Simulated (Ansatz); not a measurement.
Input for Ansatz (development build ahead of 0.2.0):

```yaml
crystal:
  periodic: [false, false, false]
  atoms:
    - { symbol: H, position_ang: [0.0, 0.15746, -0.97147] }
    - { symbol: "N", position_ang: [0.0, -0.33788, -0.00962] }
    - { symbol: O, position_ang: [0.0, 0.18042, 0.98108] }
basis:
  gaussian: { orbitals: def2-SVP }
total_charge: 1
magnetization:
  initial_magnetization: 1
hamiltonian:
  xc: hf
correlation:
  method: mp2
  frozen_orbitals: { H: 0, "N": 1, O: 1 }
```

The input is written out in the form of the current development build from the run's settings. Correlation on restricted open-shell orbitals is semicanonical, with singles.

The run gave:

```
Converged                                                          : yes
Reference energy                                                   : -129.33274 hartree
Correlation energy                                                 : -0.34825 hartree
Total energy                                                       : -129.68099 hartree
Spin squared of the determinant                                    : 0.750
Stability test                                                     : minimum among restricted orbitals
Occupied orbitals by symmetry in an Abelian subgroup (alpha; beta) : 7 A' 1 A''; 6 A' 1 A''
```

Messages of the program:
```
mean field -3519.32324374 eV, -129.3327437246 hartree, gradient 5.4e-6 eV, S^2 0.750000; 0 other ends of a descent, 0 dependent functions left out
```
